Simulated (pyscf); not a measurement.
Optimised with ωB97X-D3(BJ)/def2-SVP in PySCF.

Question: PBE/def2-TZVP puts the barrier of `[CH4]` + `[Cl][Zr]([Cl])[Cl]` [doublet] -> `[CH3][Zr]([Cl])([Cl])[Cl]` + `[H]` [doublet] (substitution at C; doublet surface; C–H broken, C–Zr formed) at 1.91 eV and the reaction energy at +1.62 eV, from the separated reactants. What do r²SCAN/def2-TZVP, PBE0-D3(BJ)/def2-TZVP, ωB97M-D3(BJ)/def2-TZVP give on the same structures?

Answer: r²SCAN: ΔE‡ = 1.95 eV, ΔE = +1.69 eV; PBE0-D3(BJ): ΔE‡ = 2.06 eV, ΔE = +1.65 eV; ωB97M-D3(BJ): ΔE‡ = 2.36 eV, ΔE = +1.78 eV. PBE's barrier lies under all of them, by 0.03 to 0.45 eV. Its reaction energy lies under all of them, by 0.03 to 0.16 eV. One saddle was located; it need not be the lowest between these sides. The angle at the attacked C is 180°. Open-shell species with a d-block atom are single-reference here; other states, and whether the spin sits on metal or ligand, were not checked. Elements past Kr carry the def2 core potentials, without spin-orbit coupling.
